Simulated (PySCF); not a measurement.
Calculation: r2SCAN-D4/def2-TZVP // r2SCAN-D4/def2-SVP (PySCF). Isolated molecules, 0 K electronic values unless said otherwise. 

Reference species (SMILES): `[OH]` (neutral, multiplicity 2).

```json
{
  "highest_occupied_spin_orbital": "-7.57 eV",
  "dipole_moment": "1.76 D"
}
```

Changed species: `C[N]C` (free radical N(CH3)2; the reference has free radical OH).

Task: Give the shifts of the highest occupied spin orbital and dipole moment.

Result: the highest occupied spin orbital increases by 1.59 eV, to -5.98 eV; the dipole moment decreases by 0.05 D, to 1.71 D.
